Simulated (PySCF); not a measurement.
Species: C5H10O.
Z-matrix (Å and degrees, GFN2-xTB geometry), rows numbered from 1:
```
C 
C   1  1.5085
O   2  1.2038  1  122.69
C   2  1.5229  1  114.58  3   179.12
C   4  1.5261  2  110.75  1   148.87
C   4  1.5333  2  107.47  1   -90.39
H   1  1.0892  2  108.54  3   106.75
H   1  1.0871  2  110.71  3  -134.80
H   1  1.0868  2  110.40  3   -12.57
H   4  1.0945  2  109.15  1    27.57
H   5  1.0871  4  109.79  2    55.02
H   5  1.0873  4  110.51  2   175.27
H   5  1.0875  4  110.49  2   -64.33
H   6  1.0875  4  110.00  2   179.30
H   6  1.0878  4  111.28  2    59.11
H   6  1.0875  4  109.93  2   -61.13
```

The geometry is computed with GFN2-xTB (gas phase).

Take the most abundant isotopes and a rigid rotor. The values belong to one conformer with, in the numbering `[CH3:1][C:2](=[O:3])[CH:4]([CH3:5])[CH3:6]`, C1–C2–C4–C5 149°.

(1) Give the principal moments of inertia and the rotational constants in MHz.

(2) What kind of rotor is it?

(3) Is it planar, by Δ = Ic − Ia − Ib?

(4) Give the other two planar moments, Paa and Pbb, and the rms extents of the mass along the axes.

(5) Give the coordinates in the principal-axis frame, origin at the centre of mass.

(6) Where do the levels up to J = 4 lie, in MHz?

(7) Estimate the classical rotational partition function at 50 K, 100 K and 298.15 K.

Results:

(1) Ia = 105.62, Ib = 178.73, Ic = 219.08 u·Å²; 505379 MHz·u·Å²/I gives A = 4785, B = 2828, C = 2307 MHz.

(2) An asymmetric top; Ray's κ = -0.580.

(3) Not planar: Δ = Ic − Ia − Ib = -65.28 u·Å². For a rigid frame Δ = −2 Σ m c², so Σ m c² = 32.64 u·Å² lies off the ab plane: 10.46 from hydrogen and 22.18 from heavier atoms. The atom farthest from that plane is 1.63 Å away.

(4) Paa = Σ m a² = (Ib + Ic − Ia)/2 = 146.10 and Pbb = Σ m b² = (Ia + Ic − Ib)/2 = 72.99 u·Å². With the mass M = 86.07 u, the rms extents √(P/M) along a, b and c are 1.30, 0.92, 0.62 Å.

(5) The sense of each axis is arbitrary; atoms in the order of the calculation.
```json
{"atom": "C1", "mass (u)": "12.000", "a (Å)": "1.843", "b (Å)": "0.687", "c (Å)": "-0.519"}
{"atom": "C2", "mass (u)": "12.000", "a (Å)": "0.721", "b (Å)": "-0.170", "c (Å)": "0.012"}
{"atom": "O3", "mass (u)": "15.995", "a (Å)": "0.912", "b (Å)": "-1.123", "c (Å)": "0.723"}
{"atom": "C4", "mass (u)": "12.000", "a (Å)": "-0.673", "b (Å)": "0.280", "c (Å)": "-0.405"}
{"atom": "C5", "mass (u)": "12.000", "a (Å)": "-1.613", "b (Å)": "-0.916", "c (Å)": "-0.528"}
{"atom": "C6", "mass (u)": "12.000", "a (Å)": "-1.181", "b (Å)": "1.254", "c (Å)": "0.664"}
{"atom": "H7", "mass (u)": "1.008", "a (Å)": "1.969", "b (Å)": "0.475", "c (Å)": "-1.580"}
{"atom": "H8", "mass (u)": "1.008", "a (Å)": "1.603", "b (Å)": "1.742", "c (Å)": "-0.413"}
{"atom": "H9", "mass (u)": "1.008", "a (Å)": "2.771", "b (Å)": "0.460", "c (Å)": "-0.001"}
{"atom": "H10", "mass (u)": "1.008", "a (Å)": "-0.608", "b (Å)": "0.806", "c (Å)": "-1.363"}
{"atom": "H11", "mass (u)": "1.008", "a (Å)": "-1.617", "b (Å)": "-1.478", "c (Å)": "0.403"}
{"atom": "H12", "mass (u)": "1.008", "a (Å)": "-2.625", "b (Å)": "-0.584", "c (Å)": "-0.744"}
{"atom": "H13", "mass (u)": "1.008", "a (Å)": "-1.284", "b (Å)": "-1.579", "c (Å)": "-1.325"}
{"atom": "H14", "mass (u)": "1.008", "a (Å)": "-2.173", "b (Å)": "1.612", "c (Å)": "0.399"}
{"atom": "H15", "mass (u)": "1.008", "a (Å)": "-0.520", "b (Å)": "2.113", "c (Å)": "0.762"}
{"atom": "H16", "mass (u)": "1.008", "a (Å)": "-1.239", "b (Å)": "0.752", "c (Å)": "1.626"}
```

(6) Above 0(0,0):
J = 1: 1(0,1) 5134, 1(1,1) 7091, 1(1,0) 7612
J = 2: 2(0,2) 15312, 2(1,2) 16839, 2(1,1) 18402, 2(2,1) 24273, 2(2,0) 24364
J = 3: 3(0,3) 30369, 3(1,3) 31409, 3(1,2) 34523, 3(2,2) 39676, 3(2,1) 40113, 3(3,1) 50816, 3(3,0) 50826
J = 4: 4(0,4) 50127, 4(1,4) 50749, 4(1,3) 55887, 4(2,3) 60142, 4(2,2) 61357, 4(3,2) 71509, 4(3,1) 71578, 4(4,1) 86895, 4(4,0) 86896
The levels of one J sum to (2J + 1)J(J + 1)(A + B + C)/3.

(7) Point group C1, symmetry number σ = 1; q = (√π/σ)·√((kT/h)³/(ABC)), k/h = 20836.6 MHz/K: 10700 at 50 K, 30200 at 100 K, 155000 at 298.15 K.

GFN2-xTB frequencies: not computed here. Zero-point vibration and centrifugal distortion are left out.
